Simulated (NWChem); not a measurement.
The numbers come from NWChem runs, not from measurements. System: B (-1), charge -1, spin multiplicity 3. Its SCF solution wasn't tested for a lower state. Level: UMP2/def2-TZVPD, 1 core orbitals frozen.

NWChem printed:

```
             Northwest Computational Chemistry Package (NWChem) 7.3.0
             --------------------------------------------------------

                                NWChem Input Module
                                -------------------

 Scaling coordinates for geometry "geometry" by  1.889725989
 (inverse scale =  0.529177249)

                             Geometry "geometry" -> ""
                             -------------------------

 Output coordinates in angstroms (scale by  1.889725989 to convert to a.u.)

  No.       Tag          Charge          X              Y              Z
 ---- ---------------- ---------- -------------- -------------- --------------
    1 B                    5.0000     0.00000000     0.00000000     0.00000000

 Effective nuclear repulsion energy (a.u.)       0.0000000000

            Nuclear Dipole moment (a.u.)
            ----------------------------
        X                 Y               Z
 ---------------- ---------------- ----------------
     0.0000000000     0.0000000000     0.0000000000

      Symmetry information
      --------------------

 Group name             D2h
 Group number             26
 Group order               8
 No. of unique centers     1

      Symmetry unique atoms

     1


 Summary of "ao basis" -> "" (spherical)
 ------------------------------------------------------------------------------
       Tag                 Description            Shells   Functions and Types
 ---------------- ------------------------------  ------  ---------------------
 *                         def2-tzvpd                 on all atoms

 Summary of "ao basis" -> "ao basis" (spherical)
 ------------------------------------------------------------------------------
       Tag                 Description            Shells   Functions and Types
 ---------------- ------------------------------  ------  ---------------------
 B                         def2-tzvpd               13       37   6s3p3d1f

                                 NWChem SCF Module
                                 -----------------

  ao basis        = "ao basis"
  functions       =    37
  atoms           =     1
  alpha electrons =     4
  beta  electrons =     2
  charge          =  -1.00
  wavefunction    = UHF
  use symmetry    = T
  symmetry adapt  = T

 Summary of "ao basis" -> "ao basis" (spherical)
 ------------------------------------------------------------------------------
       Tag                 Description            Shells   Functions and Types
[...]
     2   0 2 0    -11.632503     -9.625319     -2.007183      0.000000
     2   0 1 1      0.000000     -0.000000      0.000000      0.000000
     2   0 0 2    -11.632503     -9.625319     -2.007183      0.000000

                   NWChem MP2 Semi-direct Energy/Gradient Module
                   ---------------------------------------------

  Basis functions       =     37
  Molecular orbitals    =     37
  Frozen core           =      1
  Frozen virtuals       =      0
  Active alpha occupied =      3
  Active beta occupied  =      1
  Active alpha virtual  =     33
  Active beta virtual   =     35
  Use MO symmetry       = T
  Use skeleton AO sym   = T

  AO/Fock/Back tols     =   1.0D-09  1.0D-09  1.0D-09

 GA uses MA = F    GA memory limited = T

 Available:
  local mem=  1.26D+08
 global mem=  1.44D+08
 local disk=  0.00D+00
  mp2_memr nvloc                    33
  nvloc new                    33
   1 passes of   3:        3145728                       7740                    239027.
   1 passes of   3: M    126154640           G      144176462           F     123008912.

 Semi-direct pass number   1 of   1  for UHF alpha       at        0.1s
  vrange nnbf                   703
  mp2_eaftype                    10  avail_ma_in_mb                  1099
 EAF : mp2_eaftype filesize          10     119513.
  mp2_eaf for mointskh                     10
Node 0 wrote      0.6 Mb in      0.0 s     Agg I/O rate:  1299.7 Mb/s
 Done moints_semi at        0.2s
  mp2_eaftype                    10  avail_ma_in_mb                  1089
 EAF : mp2_eaftype filesize          10     119513.
  mp2_eaf for kh                    10
 Done maket at        0.2s
 Done multipass loop at        0.2s

 GA uses MA = F    GA memory limited = T

 Available:
  local mem=  1.26D+08
 global mem=  1.44D+08
 local disk=  0.00D+00
  mp2_memr nvloc                    35
  nvloc new                    35
   1 passes of   1:        3145728                       4542                     86054.
   1 passes of   1: M    126154640           G      144176462           F     123008912.

 Semi-direct pass number   1 of   1  for UHF beta        at        0.2s
  vrange nnbf                   703
  mp2_eaftype                    10  avail_ma_in_mb                  1099
 EAF : mp2_eaftype filesize          10      43027.
  mp2_eaf for mointskh                     10
Node 0 wrote      0.2 Mb in      0.0 s     Agg I/O rate:  2096.3 Mb/s
 Done moints_semi at        0.3s
  mp2_eaftype                    10  avail_ma_in_mb                  1089
 EAF : mp2_eaftype filesize          10      43027.
  mp2_eaf for kh                    10
 Done maket at        0.3s
 Done multipass loop at        0.3s

          -------------------------------------------
          SCF energy                 -24.515787974255
          Correlation energy          -0.060159300276
          Singlet pairs                0.000000000000
          Triplet pairs                0.000000000000
          Total MP2 energy           -24.575947274531
          -------------------------------------------

          ---------------------------------------------------
                    Spin Component Scaled (SCS) MP2
          Same spin pairs                     -0.012133808522
          Same spin scaling factor             0.333333333333
          Opposite spin pairs                 -0.048025491754
          Opposite spin scaling fact.          1.200000000000
          SCS-MP2 correlation energy          -0.061675192946
          Total SCS-MP2 energy               -24.577463167200
          ---------------------------------------------------

 -----------------------
 Performance information
 -----------------------

 Timer overhead =  1.01D-07 seconds/call

               Nr. of calls         CPU time (s)                 Wall time (s)                GFlops
             ---------------    -------------------     ------------------------------   -------------------
Name         Min   Avg   Max    Min     Avg     Max     Min     Avg     Max   Mx/calls   Min     Max     Sum
mp2: moin     2     2     2   0.13    0.13    0.13     0.13    0.13    0.13    6.60E-2   0.0     0.0     0.0
mp2: make     2     2     2   2.22E-3 2.22E-3 2.22E-3  2.22E-3 2.22E-3 2.22E-3 1.11E-3   0.0     0.0     0.0
mp2: tota     1     1     1   0.17    0.17    0.17     0.17    0.17    0.17    0.17      0.0     0.0     0.0

 The average no. of pstat calls per process was 5.00D+00
 with a timing overhead of 5.07D-07s

 Task  times  cpu:        0.2s     wall:        0.2s

 Total times  cpu:        0.3s     wall:        0.3s
```

Task: Write an NWChem input that would produce this output.

Result: Several could match; the one computed here: 
```
start mol
memory heap 200 mb stack 900 mb global 1100 mb
charge -1
geometry units angstroms nocenter noautoz
  B      0.000000     0.000000     0.000000
  symmetry group D2h
end
basis spherical
  * library def2-tzvpd
end
scf
  uhf
  nopen 2
  maxiter 100
  thresh 1e-7
  semidirect memsize 60000000 filesize 0
  # guess.movecs holds the orbitals of an unrestricted PBE0 run
  vectors input guess.movecs output mol.movecs
end
mp2
  freeze core 1
end
task mp2 energy
```
